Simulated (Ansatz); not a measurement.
# MP2/STO-3G run of [SiH5]− (SMILES [H][Si-]([H])([H])([H])[H])

What is the energy change on altering one bond length of [SiH5]− at MP2/STO-3G? 

The calculation is run with Ansatz 0.2.0.

### 1 The system as given

[SiH5]−: 6 atoms, total charge -1, spin state singlet. SMILES: `[H][Si-]([H])([H])([H])[H]`. The coordinates come from a GFN2-xTB relaxation.

Bond lengths: Si1–H2 1.639 Å, Si1–H3 1.644 Å, Si1–H4 1.491 Å, Si1–H5 1.491 Å, Si1–H6 1.491 Å. Angles: H2–Si1–H3 179.9°, H2–Si1–H4 90.0°, H2–Si1–H5 90.0°, H2–Si1–H6 90.1°, H3–Si1–H4 89.9°, H3–Si1–H5 90.0°, H3–Si1–H6 90.0°, H4–Si1–H5 120.1°, H4–Si1–H6 120.0°, H5–Si1–H6 120.0°.

### 2 A single-point energy at MP2/STO-3G

job.yaml

```yaml
crystal:
  periodic: [false, false, false]
  atoms:
    - {symbol: Si, position_ang: [-0.000240, 0.000230, 0.001470]}
    - {symbol: H, position_ang: [-0.019890, -0.007790, 1.639910]}
    - {symbol: H, position_ang: [0.021790, 0.007860, -1.642440]}
    - {symbol: H, position_ang: [1.490630, 0.011850, 0.019200]}
    - {symbol: H, position_ang: [-0.757550, 1.285100, -0.002620]}
    - {symbol: H, position_ang: [-0.734730, -1.297250, -0.015520]}
basis:
  gaussian:
    orbitals: STO-3G
correlation:
  method: mp2
  frozen_orbitals: {H: 0, Si: 5}
accuracy: high
total_charge: -1
```

Command:

```sh
ansatz run job.yaml --threads 1 --pin off --max-ram 2610MiB --events-out events.jsonl --progress --plain --runs-dir runs
```

The log of the run:

```text
Warning: RAYON_NUM_THREADS=1 ignored (pool sized by the plan → 1); use --threads N
Functional definition: HF
  name "HF"
  exchange = exact_x
  correlation = 0
222 factors; integrals over basis functions are off by at most 1.5e-8 eV
mean field evaluation 1: about -7841.8052 eV, gradient 1.2e1 eV
mean field evaluation 2: about -7841.8445 eV, gradient 1.2e1 eV
mean field evaluation 4: about -7842.3915 eV, gradient 3.2e-1 eV
mean field evaluation 8: about -7842.3913 eV, gradient 4.1e-5 eV
mean field -7842.39134447 eV, -288.2025661456 hartree, gradient 7.5e-8 eV, S^2 0.000000; 0 other end points of the search recorded, 0 dependent functions left out
5 core orbitals not correlated: weight in the atoms' cores, before any rotation towards them, 0.999 or more for the frozen orbitals, at most 0.000 for the correlated occupied ones
reference -7842.39134447 eV, -288.2025661456 hartree; 5, 5 occupied and 4, 4 virtual orbitals, 222 factors
second order -1.41146705 eV of doubles, -0.00000000 eV of singles
Total energy: -7843.80281152 eV, -288.2544366030 hartree
```

It took 0.08 s on 1 thread of Arm Neoverse V1, shared host.

### 3 The distorted shape at the same level

input.yaml

```yaml
crystal:
  periodic: [false, false, false]
  atoms:
    - {symbol: Si, position_ang: [-0.372982, -0.002675, -0.002963]}
    - {symbol: H, position_ang: [-0.392632, -0.010695, 1.635477]}
    - {symbol: H, position_ang: [-0.350952, 0.004955, -1.646873]}
    - {symbol: H, position_ang: [1.490630, 0.011850, 0.019200]}
    - {symbol: H, position_ang: [-1.130292, 1.282195, -0.007053]}
    - {symbol: H, position_ang: [-1.107472, -1.300155, -0.019953]}
basis:
  gaussian: {orbitals: STO-3G}
total_charge: -1
correlation: {method: mp2, frozen_orbitals: {H: 0, Si: 5}}
accuracy: high
```

Command:

```sh
ansatz run input.yaml --threads 1 --pin off --max-ram 2610MiB --events-out events.jsonl --progress --plain --runs-dir runs
```

The log of the run:

```text
Warning: RAYON_NUM_THREADS=1 ignored (pool sized by the plan → 1); use --threads N
[... 4 set-up lines as earlier in the session ...]
222 factors; integrals over basis functions are off by at most 1.7e-8 eV
mean field evaluation 1: about -7840.3643 eV, gradient 1.3e1 eV
mean field evaluation 2: about -7840.3982 eV, gradient 1.3e1 eV
mean field evaluation 4: about -7841.1603 eV, gradient 4.3e-1 eV
mean field evaluation 8: about -7841.1602 eV, gradient 4.5e-5 eV
mean field -7841.16016299 eV, -288.1573210605 hartree, gradient 8.4e-8 eV, S^2 0.000000; 0 other end points of the search recorded, 0 dependent functions left out
5 core orbitals not correlated: weight in the atoms' cores, before any rotation towards them, 0.999 or more for the frozen orbitals, at most 0.000 for the correlated occupied ones
reference -7841.16016299 eV, -288.1573210605 hartree; 5, 5 occupied and 4, 4 virtual orbitals, 222 factors
second order -1.62687700 eV of doubles, -0.00000000 eV of singles
Total energy: -7842.78703999 eV, -288.2171076877 hartree
```

Wall time 0.08 s (1 thread of Arm Neoverse V1, shared host).

### 4 Summary of results

Level: MP2/STO-3G, 5 core orbitals frozen.

```
                                                          quantity          value
                                         first shape: total energy  -288.25444 Eh
          first shape: correlation energy (5 core orbitals frozen)      -51.9 mEh
                                     distorted shape: total energy  -288.21711 Eh
      distorted shape: correlation energy (5 core orbitals frozen)      -59.8 mEh
energy change with the Si1–H4 bond stretched from 1.491 to 1.864 Å       1.016 eV
```

**Reading.** With the Si1–H4 bond stretched from 1.491 to 1.864 Å the energy rises by 1.02 eV (23 kcal/mol). The first shape isn't relaxed at this level, so the change isn't measured from a minimum. The minimal basis adds a large error of its own.
